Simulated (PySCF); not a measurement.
**F₂ from Hartree–Fock to correlated methods**

State: ¹Σg⁺ (singlet), closed shell. Set-up: basis F def2-SVPD; no relativity; PySCF 2.14. De refers to F + F in their high-spin ground configurations, without counterpoise correction.

```json
{"Level": "RHF", "Re (Å)": "1.331", "ωe (cm⁻¹)": "1230", "De (eV)": "-1.60"}
{"Level": "RHF-MP2", "Re (Å)": "1.418", "ωe (cm⁻¹)": "933", "De (eV)": "1.44"}
{"Level": "RHF-SCS-MP2", "Re (Å)": "1.429", "ωe (cm⁻¹)": "890", "De (eV)": "1.32"}
{"Level": "RHF-CCSD", "Re (Å)": "1.418", "ωe (cm⁻¹)": "918", "De (eV)": "1.02"}
{"Level": "RHF-CCSD(T)", "Re (Å)": "1.442", "ωe (cm⁻¹)": "819", "De (eV)": "1.25"}
{"Level": "LDA", "Re (Å)": "1.384", "ωe (cm⁻¹)": "1048", "De (eV)": "3.27"}
{"Level": "PBE", "Re (Å)": "1.416", "ωe (cm⁻¹)": "971", "De (eV)": "2.19"}
{"Level": "BP86", "Re (Å)": "1.418", "ωe (cm⁻¹)": "971", "De (eV)": "2.17"}
{"Level": "r²SCAN", "Re (Å)": "1.401", "ωe (cm⁻¹)": "1017", "De (eV)": "1.57"}
{"Level": "PBE0", "Re (Å)": "1.378", "ωe (cm⁻¹)": "1072", "De (eV)": "1.39"}
{"Level": "M06-2X", "Re (Å)": "1.364", "ωe (cm⁻¹)": "1140", "De (eV)": "1.32"}
```

Task: Which functional lies closest to RHF-CCSD(T) in De, which farthest, and by how much do they differ from it?

Result: Closest is M06-2X (-7.8 pm in Re, +39.2 % in ωe, +0.07 eV in De against RHF-CCSD(T) in the same basis), farthest LDA (-5.8 pm in Re, +28.0 % in ωe, +2.02 eV in De). CCSD(T) converges more slowly with the basis than the functionals do and binds too weakly in this one, so the order can change at the basis-set limit.

Task: What does a quarter of exact exchange do here, going from PBE to PBE0?

Result: PBE0 less PBE: -3.8 pm in Re, +10.4 % in ωe, -0.80 eV in De. Exact exchange removes part of the self-interaction that spreads semilocal densities, and in most molecules shortens and stiffens the bond and lowers De; so it does here.

Task: What does the step from GGA to meta-GGA do here, going from PBE to r²SCAN?

Result: r²SCAN less PBE: -1.5 pm in Re, +4.7 % in ωe, -0.62 eV in De. 

Correlated steps freeze 2 core orbitals. Correlated levels converge slowly with the basis: in double zeta they bind strong bonds too weakly, by up to about 1 eV, and carry superposition errors of some tenths. Where the molecule has an RHF reference, its open-shell atoms are computed with UHF. A negative De means that the minimum lies above the separated atoms at that level.

The whole job (state search and all levels along the bond) took about 0.85 min on 1 thread of Intel Xeon 6975P-C (shared host), peak memory 0.47 GiB.
